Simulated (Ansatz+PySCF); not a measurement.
## doublet C2H3: levels of theory in one basis

```xyz
5

C    -0.0191   -0.0155   -0.6165
C     0.0037    0.0045    0.7217
H     0.0193    0.7334    1.5278
H    -0.0184   -1.0166   -1.2001
H    -0.0338    0.8589   -1.2028
```

Basis set: def2-SVP (spherical functions). Frozen core: 2 orbitals. Correlation on ROHF uses semicanonical orbitals with singles. Charge 0, multiplicity 2.

Computed with Ansatz (development build ahead of 0.2.0); each method stands on the lowest determinant of its kind that the runs found. NEVPT2 correlates all electrons. Active spaces start from the frontier orbitals, and the lowest solution found is given.

| method | E − E(ROHF) (eV) | <S²> of the determinant |
| --- | --- | --- |
| ROHF | 0.00 | 0.75 |
| UHF | -0.28 | 1.03 |
| ROHF-MP2 | -6.72 | – |
| UHF-MP2 | -6.44 | 1.03 |
| ROHF-CCSD | -7.54 | – |
| UHF-CCSD | -7.54 | 1.03 |
| ROHF-CCSD(T) | -7.80 | – |
| UHF-CCSD(T) | -7.79 | 1.03 |
| CASSCF(3,3) | -0.87 | – |

Problem. What does SC-NEVPT2(3,3) give on the same scale?

Solution. -7.03 eV. NEVPT2 here correlates all electrons, so it doesn't share the others' frozen core.

Problem. Is a single determinant a sound starting point here?

Solution. Only with care. Unrestricted orbitals gain 0.28 eV and <S²> is 1.03 against 0.75 for a pure state, a contamination that matters most for the unrestricted series. The CASSCF(3,3) natural occupations are 1.89, 1.00, 0.11.

Caution for UHF, UHF-MP2, UHF-CCSD, UHF-CCSD(T): the unrestricted determinant is spin contaminated.
